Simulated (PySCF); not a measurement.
# FCI/STO-6G run of SiH4S (Si(SH)H3)

Aim: the energy change on altering one bond length of SiH4S (Si(SH)H3) at FCI/STO-6G, from 2 runs. Input form: a Python script.

The calculation is run with PySCF 2.14.0.

6 further runs of the same task are left out: 6 set aside as unsound or not needed.

## (1) The structure to begin with

SiH4S: 6 atoms, total charge 0, spin state singlet. As SMILES, `[H][Si]([H])([H])S`. Geometry: relaxed at GFN2-xTB.

Bond lengths: Si1–S2 2.147 Å, S2–H3 1.325 Å, Si1–H4 1.452 Å, Si1–H5 1.457 Å, Si1–H6 1.458 Å. Angles: Si1–S2–H3 97.0°, S2–Si1–H4 103.2°, S2–Si1–H5 107.7°, S2–Si1–H6 107.7°, H4–Si1–H5 113.2°, H4–Si1–H6 113.1°, H5–Si1–H6 111.3°.

## (2) The energy at FCI/STO-6G

input.py

```python
from pyscf import gto, mcscf

mol = gto.M(
    atom='''
Si     0.380232    -0.027477    -1.029107
S      0.479461     0.037454     3.026340
H     -1.997081     0.113213     3.392512
H      3.034919    -0.039098    -1.719556
H     -0.950967     2.231011    -1.871131
H     -0.946564    -2.315103    -1.799057
''',
    basis='sto-6g',
    max_memory=1860,
    verbose=4,
    spin=0,
    unit='bohr',
)

hf = mol.RHF()
hf.conv_tol = 1e-10
hf.kernel()
if not hf.converged:
    hf = hf.newton().run(hf.mo_coeff, hf.mo_occ)

cas = mcscf.CASCI(hf, hf.mo_coeff.shape[-1] - 10, (mol.nelec[0] - 10, mol.nelec[1] - 10))  # full CI above the frozen core
cas.fix_spin_(ss=0.0)
cas.kernel()
energy = cas.e_tot
print(f'total energy: {energy:.8f} hartree')
```

Started as:

```bash
$ OMP_NUM_THREADS=1 python input.py
```

The log of the run:

```text
PySCF version 2.14.0

[INPUT] num. atoms = 6
[INPUT] num. electrons = 34
[INPUT] charge = 0
[INPUT] spin (= nelec alpha-beta = 2S) = 0
[INPUT] symmetry False subgroup None
[INPUT] Mole.unit = bohr
[INPUT] Symbol           X                Y                Z      unit          X                Y                Z       unit  Magmom
[INPUT]  1 Si     0.201210109263  -0.014540202224  -0.544579971998 AA    0.380232000000  -0.027477000000  -1.029107000000 Bohr   0.0
[INPUT]  2 S      0.253719834725   0.019819803258   1.601470160496 AA    0.479461000000   0.037454000000   3.026340000000 Bohr   0.0
[INPUT]  3 H     -1.056809753561   0.059909739580   1.795240038173 AA   -1.997081000000   0.113213000000   3.392512000000 Bohr   0.0
[INPUT]  4 H      1.606009971788  -0.020689770593  -0.909949848101 AA    3.034919000000  -0.039098000000  -1.719556000000 Bohr   0.0
[INPUT]  5 H     -0.503230064737   1.180600178512  -0.990159883846 AA   -0.950967000000   2.231011000000  -1.871131000000 Bohr   0.0
[INPUT]  6 H     -0.500900097477  -1.225099748533  -0.952019965546 AA   -0.946564000000  -2.315103000000  -1.799057000000 Bohr   0.0

nuclear repulsion = 89.5275031888272
number of shells = 14
number of NR pGTOs = 132
number of NR cGTOs = 22
basis = sto-6g
ecp = {}

******** <class 'pyscf.scf.hf.RHF'> ********
method = RHF
initial guess = minao
damping factor = 0
level_shift factor = 0
DIIS = <class 'pyscf.scf.diis.CDIIS'>
diis_start_cycle = 1
diis_space = 8
diis_damp = 0
SCF conv_tol = 1e-10
SCF conv_tol_grad = None
SCF max_cycles = 50
direct_scf = True
direct_scf_tol = 1e-13
Set gradient conv threshold to 1e-05
Initial guess from minao.
init E= -685.914942211655
  HOMO = -0.265361668574001  LUMO = 0.266157367188875  gap/eV = 14.46337
cycle= 1 E= -686.366859918358  delta_E= -0.452  |g|= 0.262  |ddm|= 2.56
  HOMO = -0.192336217857112  LUMO = 0.418936694974435  gap/eV = 16.63358
cycle= 2 E= -686.402223978914  delta_E= -0.0354  |g|= 0.042  |ddm|= 0.591
  HOMO = -0.253911613732606  LUMO = 0.412101890324208  gap/eV = 18.12315
cycle= 3 E= -686.402976886139  delta_E= -0.000753  |g|= 0.00874  |ddm|= 0.0813
  HOMO = -0.256143218802805  LUMO = 0.410097844611902  gap/eV = 18.12934
cycle= 4 E= -686.40303264089  delta_E= -5.58e-05  |g|= 0.00127  |ddm|= 0.0256
  HOMO = -0.255948022501894  LUMO = 0.41066225055554  gap/eV = 18.13939
cycle= 5 E= -686.403033898669  delta_E= -1.26e-06  |g|= 0.000214  |ddm|= 0.00405
  HOMO = -0.256020924158253  LUMO = 0.410656692124754  gap/eV = 18.14122
cycle= 6 E= -686.403033935911  delta_E= -3.72e-08  |g|= 2.33e-05  |ddm|= 0.000719
  HOMO = -0.256030315247463  LUMO = 0.410655251124159  gap/eV = 18.14144
cycle= 7 E= -686.403033936333  delta_E= -4.23e-10  |g|= 3.3e-06  |ddm|= 7.88e-05
  HOMO = -0.256029173951963  LUMO = 0.410655479303616  gap/eV = 18.14141
cycle= 8 E= -686.403033936343  delta_E= -9.55e-12  |g|= 3.25e-07  |ddm|= 1.27e-05
  HOMO = -0.256029079133201  LUMO = 0.410655546488048  gap/eV = 18.14141
Extra cycle  E= -686.403033936344  delta_E= -1.14e-12  |g|= 1.07e-07  |ddm|= 8.42e-07
converged SCF energy = -686.403033936344

******** <class 'pyscf.mcscf.casci.CASCI'> ********
CAS (7e+7e, 12o), ncore = 10, nvir = 0
natorb = False
canonicalization = True
sorting_mo_energy = False
******** <class 'pyscf.fci.addons.SpinPenaltyFCISolver'> ********
max. cycles = 200
conv_tol = 1e-08
davidson only = True
linear dependence = 1e-12
level shift = 0.001
max iter space = 12
nroots = 1
pspace_size = 400
spin = None
Density matrix diagonal elements [1.99318061 1.9828193  1.9736141  1.97259157 1.96896667 1.97330733
 1.99493984 0.03043421 0.03199209 0.03089741 0.02390827 0.02334859]
CASCI converged
CASCI E = -686.494798533144  E(CI) = -33.6988979590229  S^2 = 0.0000000
total energy: -686.49479853 hartree
```

Run time: 7.8 s. Hardware: 1 thread of Intel Xeon 6975P-C (Granite Rapids), shared host; peak memory 0.23 GiB.

## (3) The distorted shape, same level

calc.py

```python
from pyscf import gto, scf, mcscf

mol = gto.M(
    atom='''
Si    -0.922640    -0.009620    -0.252281
S     -0.870130     0.024740     1.893769
H     -2.180660     0.064830     2.087539
H      1.606010    -0.020690    -0.909950
H     -1.627080     1.185520    -0.697861
H     -1.624750    -1.220180    -0.659721
''',
    spin=0,
    max_memory=1860,
    verbose=4,
    basis='sto-6g',
)

calc0 = scf.RHF(mol)
calc0.conv_tol = 1e-10
calc0.kernel()
if not calc0.converged:
    calc0 = calc0.newton().run(calc0.mo_coeff, calc0.mo_occ)

cas = mcscf.CASCI(calc0, calc0.mo_coeff.shape[-1] - 10, (mol.nelec[0] - 10, mol.nelec[1] - 10))  # full CI above the frozen core
cas.fix_spin_(ss=0.0)
cas.kernel()
e_tot = cas.e_tot
print(f'total energy: {e_tot:.8f} hartree')
```

Started as:

```bash
$ OMP_NUM_THREADS=1 python calc.py
```

The log of the run:

```text
PySCF version 2.14.0

[INPUT] num. atoms = 6
[INPUT] num. electrons = 34
[INPUT] charge = 0
[INPUT] spin (= nelec alpha-beta = 2S) = 0
[INPUT] symmetry False subgroup None
[INPUT] Mole.unit = angstrom
[INPUT] Symbol           X                Y                Z      unit          X                Y                Z       unit  Magmom
[INPUT]  1 Si    -0.922640000000  -0.009620000000  -0.252281000000 AA   -1.743536911569  -0.018179165318  -0.476741996431 Bohr   0.0
[INPUT]  2 S     -0.870130000000   0.024740000000   1.893769000000 AA   -1.644307392768   0.046751824322   3.578704753191 Bohr   0.0
[INPUT]  3 H     -2.180660000000   0.064830000000   2.087539000000 AA   -4.120850170794   0.122510944656   3.944876984348 Bohr   0.0
[INPUT]  4 H      1.606010000000  -0.020690000000  -0.909950000000 AA    3.034919053313  -0.039098433517  -1.719556287048 Bohr   0.0
[INPUT]  5 H     -1.627080000000   1.185520000000  -0.697861000000 AA   -3.074735582757   2.240308115194  -1.318766163015 Bohr   0.0
[INPUT]  6 H     -1.624750000000  -1.220180000000  -0.659721000000 AA   -3.070332520887  -2.305806022672  -1.246692008624 Bohr   0.0

nuclear repulsion = 86.3948606847287
number of shells = 14
number of NR pGTOs = 132
number of NR cGTOs = 22
basis = sto-6g
ecp = {}

******** <class 'pyscf.scf.hf.RHF'> ********
method = RHF
initial guess = minao
damping factor = 0
level_shift factor = 0
DIIS = <class 'pyscf.scf.diis.CDIIS'>
diis_start_cycle = 1
diis_space = 8
diis_damp = 0
SCF conv_tol = 1e-10
SCF conv_tol_grad = None
SCF max_cycles = 50
direct_scf = True
direct_scf_tol = 1e-13
Set gradient conv threshold to 1e-05
[... 1 set-up line as earlier in the session ...]
init E= -685.618340918925
  HOMO = -0.206339541791526  LUMO = -0.00263704324749753  gap/eV = 5.54303
cycle= 1 E= -686.093641949159  delta_E= -0.475  |g|= 0.329  |ddm|= 2.63
  HOMO = -0.20498921566941  LUMO = 0.134152464604676  gap/eV = 9.22852
cycle= 2 E= -686.148450837257  delta_E= -0.0548  |g|= 0.151  |ddm|= 1.04
  HOMO = -0.229881155746279  LUMO = 0.133634480400633  gap/eV = 9.89176
cycle= 3 E= -686.161882482868  delta_E= -0.0134  |g|= 0.0234  |ddm|= 0.382
  HOMO = -0.232398421732719  LUMO = 0.136136269339983  gap/eV = 10.02834
cycle= 4 E= -686.162257665807  delta_E= -0.000375  |g|= 0.00431  |ddm|= 0.0562
  HOMO = -0.232699162463071  LUMO = 0.136647699898567  gap/eV = 10.05044
cycle= 5 E= -686.162275186702  delta_E= -1.75e-05  |g|= 0.000544  |ddm|= 0.0151
  HOMO = -0.232299636690645  LUMO = 0.136694282705898  gap/eV = 10.04084
cycle= 6 E= -686.162275548587  delta_E= -3.62e-07  |g|= 0.000108  |ddm|= 0.00211
  HOMO = -0.232345768803336  LUMO = 0.136734097302412  gap/eV = 10.04317
cycle= 7 E= -686.162275566233  delta_E= -1.76e-08  |g|= 1.72e-05  |ddm|= 0.000515
  HOMO = -0.23233576750571  LUMO = 0.136721864091604  gap/eV = 10.04257
cycle= 8 E= -686.162275566656  delta_E= -4.23e-10  |g|= 2.04e-06  |ddm|= 8.23e-05
  HOMO = -0.232338314927171  LUMO = 0.136724506750009  gap/eV = 10.04271
cycle= 9 E= -686.162275566659  delta_E= -3.18e-12  |g|= 4.1e-07  |ddm|= 7.19e-06
  HOMO = -0.23233810401085  LUMO = 0.136724231649644  gap/eV = 10.04270
Extra cycle  E= -686.162275566659  delta_E= -1.14e-13  |g|= 1.68e-07  |ddm|= 1.21e-06
converged SCF energy = -686.162275566659

******** <class 'pyscf.mcscf.casci.CASCI'> ********
CAS (7e+7e, 12o), ncore = 10, nvir = 0
natorb = False
canonicalization = True
sorting_mo_energy = False
******** <class 'pyscf.fci.addons.SpinPenaltyFCISolver'> ********
max. cycles = 200
conv_tol = 1e-08
davidson only = True
linear dependence = 1e-12
level shift = 0.001
max iter space = 12
nroots = 1
pspace_size = 400
spin = None
Density matrix diagonal elements [1.99288806 1.9774256  1.96984537 1.97073282 1.97139691 1.99439046
 1.58841218 0.41811069 0.03190791 0.03118639 0.02894904 0.02475458]
CASCI converged
CASCI E = -686.339568394117  E(CI) = -32.4732691421525  S^2 = 0.0000000
total energy: -686.33956839 hartree
```

It took 6.6 s on 1 thread of Intel Xeon 6975P-C (Granite Rapids), shared host; peak memory 0.25 GiB.

## (4) Summary of results

Level: FCI/STO-6G, 10 core orbitals frozen.

```
                                                          quantity          value
                                         first shape: total energy  -686.49480 Eh
                 first shape: dipole moment (Hartree–Fock density)         1.52 D
                  first shape: HOMO energy (Hartree–Fock orbitals)       -6.97 eV
                  first shape: LUMO energy (Hartree–Fock orbitals)       11.17 eV
                first shape: HOMO–LUMO gap (Hartree–Fock orbitals)       18.14 eV
         first shape: correlation energy (10 core orbitals frozen)      -91.8 mEh
                                     distorted shape: total energy  -686.33957 Eh
             distorted shape: dipole moment (Hartree–Fock density)         1.99 D
              distorted shape: HOMO energy (Hartree–Fock orbitals)       -6.32 eV
              distorted shape: LUMO energy (Hartree–Fock orbitals)        3.72 eV
            distorted shape: HOMO–LUMO gap (Hartree–Fock orbitals)       10.04 eV
     distorted shape: correlation energy (10 core orbitals frozen)     -177.3 mEh
energy change with the Si1–H4 bond stretched from 1.452 to 2.613 Å       4.224 eV
```

**Reading.** With the Si1–H4 bond stretched from 1.452 to 2.613 Å the energy rises by 4.22 eV (97 kcal/mol). The first shape isn't relaxed at this level, so the change isn't measured from a minimum. The minimal basis adds a large error of its own.
